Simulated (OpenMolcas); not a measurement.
# One shape, several levels: singlet [BH2]+

Wanted: a comparison of 6 runs (HF/STO-3G, HF/3-21G, B2PLYP/def2-TZVPPD, PBE/def2-TZVPPD, SVWN5/def2-TZVPPD, r2SCAN/def2-TZVPPD) of singlet [BH2]+. 

Program for the calculation: OpenMolcas 26.06.

## Step 1: The molecule

[BH2]+: 3 atoms, total charge +1, spin state singlet. SMILES of the parent species: `[BH2]`. The shape is that of a PBE0-D4/def2-TZVP optimisation. That shape belongs to the parent species and isn't relaxed for this state.

Bond lengths: B1–H2 1.191 Å, B1–H3 1.191 Å. Angles: H2–B1–H3 129.4°.

## Step 2: The energy at HF/STO-3G (run 1)

calc.inp

```
&GATEWAY
BASLIB=$CurrDir
COORD
3
angstrom
B        0.265070      -0.167660       0.129730
H        0.292070       1.014920       0.270850
H       -0.557150      -0.847260      -0.400590
BASIS=STO-3G
GROUP=NoSym
&SEWARD
&SCF
CHARGE=1
THRESHOLDS=1e-10 1e-07 1e-07 1e-05
PRORBITALS=0
```

The basis set STO-3G is read from a file made from the Basis Set Exchange's data (not shown).

Run with:

```sh
$ export MOLCAS_MEM=1860
$ pymolcas calc.inp > calc.log
```

Output:

```text
--- Start Module: gateway ---
[...]
--- Stop Module: gateway /rc=_RC_ALL_IS_WELL_ ---
--- Start Module: seward ---
[...]
      Basis functions            7
--- Stop Module: seward /rc=_RC_ALL_IS_WELL_ ---
--- Start Module: scf ---
[...]
       Convergence after  11 Iterations
[...]
::    Total SCF energy                                -25.1396680457
[...]
      Total spin, S                                     0.0000000000
[...]
      Total electronic charge=    6.000000
      Total            charge=    1.000000
[...]
      Dipole Moment (debye):
      Origin of the operator (angstrom)=    0.2035   -0.1287    0.0996
                   X=  6.6849E-01               Y= -4.2282E-01               Z=  3.2718E-01           Total=  8.5598E-01
      Center of Charge (angstrom)
[...]
--- Stop Module: scf /rc=_RC_ALL_IS_WELL_ ---
[...]
```

It took 1.6 s on 1 thread of Arm Neoverse V1, shared host; peak memory 0.37 GiB.

## Step 3: A single-point energy at HF/3-21G (run 2)

job.input

```
* BH2 Hartree-Fock

&GATEWAY
  BasLib=$CurrDir
  Coord
  3
  angstrom
  B        0.265070      -0.167660       0.129730
  H        0.292070       1.014920       0.270850
  H       -0.557150      -0.847260      -0.400590
  Basis=3-21G
  Group=NoSym

&SEWARD

&SCF
  Charge=1
  Thresholds=1e-10 1e-07 1e-07 1e-05
  PrOrbitals=1 1
```

The basis set 3-21G is read from a file made from the Basis Set Exchange's data (not shown).

Run with:

```sh
$ export MOLCAS_MEM=1860
$ pymolcas job.input > job.log
```

Output:

```text
--- Start Module: gateway ---
[...]
--- Stop Module: gateway /rc=_RC_ALL_IS_WELL_ ---
--- Start Module: seward ---
[...]
      Basis functions           13
--- Stop Module: seward /rc=_RC_ALL_IS_WELL_ ---
--- Start Module: scf ---
[...]
       Convergence after  11 Iterations
[...]
::    Total SCF energy                                -25.2836192547
[...]
      Total spin, S                                     0.0000000000
[...]
      Total electronic charge=    6.000000
      Total            charge=    1.000000
[...]
      Dipole Moment (debye):
      Origin of the operator (angstrom)=    0.2035   -0.1287    0.0996
                   X=  6.1071E-01               Y= -3.8627E-01               Z=  2.9889E-01           Total=  7.8199E-01
      Center of Charge (angstrom)
[...]
--- Stop Module: scf /rc=_RC_ALL_IS_WELL_ ---
[...]
```

Wall time 1.6 s (1 thread of Arm Neoverse V1, shared host); peak memory 0.37 GiB.

## Step 4: The energy at B2PLYP/def2-TZVPPD (run 3)

struct.xyz

```xyz
3

B      0.265070    -0.167660     0.129730
H      0.292070     1.014920     0.270850
H     -0.557150    -0.847260    -0.400590
```

calc.inp

```
* BH2 Kohn-Sham DFT
>>> EXPORT MOLCAS_PRINT=2
&GATEWAY
BasLib
$CurrDir
Coord
struct.xyz
Basis
def2-TZVPPD
Group
NoSym
&SEWARD
GridInput
Grid=UltraFine
End of Grid
&SCF
Charge
1
KSDFT
B2PLYP_SCF
Thresholds
1e-10 1e-07 1e-07 1e-05
PrOrbitals
1
&MBPT2
Frozen
1
```

The basis set def2-TZVPPD is read from a file made from the Basis Set Exchange's data (not shown).

Run with:

```sh
$ export MOLCAS_MEM=1860
$ pymolcas calc.inp > calc.log
```

Output:

```text
--- Start Module: gateway ---
[...]
--- Stop Module: gateway /rc=_RC_ALL_IS_WELL_ ---
[...]
      Basis functions           71
[...]
--- Start Module: scf ---
[...]
       Convergence after  11 Iterations
[...]
::    Total KS-DFT energy                             -25.5518097605
[...]
      Total spin, S                                     0.0000000000
[...]
      Total electronic charge=    6.000000
      Total            charge=    1.000000
[...]
      Dipole Moment (debye):
      Origin of the operator (angstrom)=    0.2035   -0.1287    0.0996
                   X=  4.8406E-01               Y= -3.0617E-01               Z=  2.3691E-01           Total=  6.1982E-01
      Center of Charge (angstrom)
[...]
--- Stop Module: scf /rc=_RC_ALL_IS_WELL_ ---
[...]
--- Start Module: mbpt2 ---
[...]
 ###    WARNING: MP2 implementation intended for RHF references only         ###
 ###############################################################################
MBPT2 WARNING: Reference function according to RunFile:KS-DFT
I'll assume you know what you're doing and continue
WARNING!
Default frozen orbitals as non valence orbitals is overwritten by user input.
Default values:   1
[...]
       Reference weight ( Cref**2 )         =        0.96081
::    Total MBPT2 energy                              -25.6376558367
[...]
      Total MBPT2 calculations                           0.09      0.10
--- Stop Module: mbpt2 /rc=_RC_ALL_IS_WELL_ ---
[...]
```

Wall time 9.3 s (1 thread of Arm Neoverse V1, shared host); peak memory 0.42 GiB.

Runs 4 to 5 aren't shown in full; the table further down has their settings and results.

## Step 5: A single-point energy at r2SCAN/def2-TZVPPD (run 6)

calc.input

```
* BH2 Kohn-Sham DFT
>>> EXPORT MOLCAS_PRINT=2
&GATEWAY
BasLib = $CurrDir
Coord
3
angstrom
B        0.265070      -0.167660       0.129730
H        0.292070       1.014920       0.270850
H       -0.557150      -0.847260      -0.400590
Basis = def2-TZVPPD
Group = NoSym
&SEWARD
GridInput
Grid=UltraFine
End of Grid
&SCF
Charge = 1
KSDFT = 2
1.0 MGGA_X_R2SCAN
1.0 MGGA_C_R2SCAN
Thresholds = 1e-10 1e-07 1e-07 1e-05
PrOrbitals = 1 2
```

The basis set def2-TZVPPD is read from a file made from the Basis Set Exchange's data (not shown).

Run with:

```sh
$ export MOLCAS_MEM=1860
$ pymolcas calc.input > calc.log
```

Output:

```text
--- Start Module: gateway ---
[...]
--- Stop Module: gateway /rc=_RC_ALL_IS_WELL_ ---
--- Start Module: seward ---
[...]
      Basis functions           71
--- Stop Module: seward /rc=_RC_ALL_IS_WELL_ ---
[...]
--- Start Module: scf ---
[...]
       Convergence after  12 Iterations
[...]
::    Total KS-DFT energy                             -25.5738603379
[...]
      Total spin, S                                     0.0000000000
[...]
      Total electronic charge=    6.000000
      Total            charge=    1.000000
[...]
      Dipole Moment (debye):
      Origin of the operator (angstrom)=    0.2035   -0.1287    0.0996
                   X=  4.8617E-01               Y= -3.0750E-01               Z=  2.3794E-01           Total=  6.2252E-01
      Center of Charge (angstrom)
[...]
--- Stop Module: scf /rc=_RC_ALL_IS_WELL_ ---
[...]
```

It took 13 s on 1 thread of Arm Neoverse V1, shared host; peak memory 0.42 GiB.

## Step 6: All runs side by side

```tsv
run	level	frozen core orbitals	integration grid	energy (Eh)	HOMO energy (eV)	LUMO energy (eV)	HOMO–LUMO gap (eV)	wall time
1	HF/STO-3G	–	–	-25.139668	-23.55	-6.51	17.04	1.6 s
2	HF/3-21G	–	–	-25.283619	-23.58	-7.93	15.65	1.6 s
3	B2PLYP/def2-TZVPPD	1	UltraFine	-25.574988	-21.15	-10.43	10.72	9.3 s
4	PBE/def2-TZVPPD	–	UltraFine	-25.544309	-18.17	-13.23	4.93	8.7 s
5	SVWN5/def2-TZVPPD	–	UltraFine	-25.271128	-18.09	-13.45	4.64	7.8 s
6	r2SCAN/def2-TZVPPD	–	UltraFine	-25.573860	-18.50	-12.66	5.83	13 s
```

## Step 7: What came out

| quantity | value |
| --- | --- |
| run 6: total energy | -25.57386 Eh |
| run 6: HOMO energy | -18.50 eV |
| run 6: LUMO energy | -12.66 eV |
| run 6: HOMO–LUMO gap | 5.83 eV |

**Reading.** The HOMO–LUMO gap runs from 4.64 eV (SVWN5/def2-TZVPPD) to 17.04 eV (HF/STO-3G). The two ends differ in method and basis. For B2PLYP the log adds the whole second-order term; the table takes 0.27 of it, as the functional is defined. Totals of different functionals can't be ranked against each other. In run 1 the basis is minimal, so the values are rough. All runs together took 42 s, the longest 13 s.
